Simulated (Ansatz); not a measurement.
# AlHO (singlet): wave-function methods side by side at distance Al1–O2 = 3.097 Å, 6-31G

How much of the correlation energy of AlHO (singlet) does each wave-function method recover here?

The runs use Ansatz 0.2.0, Gaussian basis; 6-31G, core rule «outside noble gas», up to 6 orbitals frozen.

The runs, in order: UHF; CCSD(T) on RHF; CCSD(T) on UHF; BCCD(T) on RHF; CISD; CCSDT(Q) on RHF; CCSDT(Q) on UHF; CISDTQ; CCSDTQ on RHF; CASSCF and MRCISD+Q, 2 electrons in 2 orbitals; CASSCF and NEVPT2, 2 electrons in 2 orbitals; Full CI.

41 further runs of the same task are left out: 24 for a known fault of the program, 12 that didn't finish, 5 set aside as unsound or not needed.

### 1 The system

The geometry derives from a PBE0/def2-TZVP stationary point (not a proven minimum). One bond is set to the value named and the two fragments are kept rigid.

3 atoms, charge 0, spin multiplicity 1.

Atoms are counted from 1 here; the program's logs count them from 0.

Bond lengths: O2–H3 0.950 Å.

### 2 UHF

in.yaml reads:

```yaml
crystal:
  periodic: [false, false, false]
  atoms:
    - {symbol: Al, position_ang: [0.000000, 0.000000, 2.381345]}
    - {symbol: O, position_ang: [0.000000, 0.000000, -0.715655]}
    - {symbol: H, position_ang: [0.000000, 0.000000, -1.665691]}
basis:
  gaussian: {orbitals: 6-31G}
magnetization: {spin_polarized: true, initial_magnetization: 0}
hamiltonian: {xc: hf}
output: {orbitals: {seedname: orbitals}}
```

Started as:

```
ansatz run in.yaml --threads 1 --pin off --events-out ev --progress --plain --max-ram 2393MiB
```

After this run come: CCSD(T) on RHF; CCSD(T) on UHF; BCCD(T) on RHF; CISD; CCSDT(Q) on RHF; CCSDT(Q) on UHF; CISDTQ; CCSDTQ on RHF; CASSCF and MRCISD+Q, 2 electrons in 2 orbitals; CASSCF and NEVPT2, 2 electrons in 2 orbitals; Full CI.

Before running them: what should the planned runs give, taken together? Wanted: FCI below the RHF energy; RMP2 from FCI; RCCSD from FCI; RCCSD(T) from FCI; RCCSDT(Q) from FCI; T1 diagnostic; effectively unpaired electrons.

**Answer**, as computed:

| quantity | value |
| --- | --- |
| FCI below the RHF energy | -5.2574 eV |
| RMP2 from FCI | +874.8 meV |
| RCCSD from FCI | +380.4 meV |
| RCCSD(T) from FCI | +4.3 meV |
| RCCSDT(Q) from FCI | -1154.4 meV |
| levels within 1 kcal/mol (43 meV) | RCCSD(T), RCCSDTQ |
| T1 diagnostic | 0.097 |
| effectively unpaired electrons | 0.42 |

What this shows: RCCSD(T) misses by +4.3 meV, 0.1 % of the correlation energy. RCCSDT(Q) falls below full CI, which methods that aren't variational can do. The occupations show some static correlation. These misses are within one basis, not against nature.
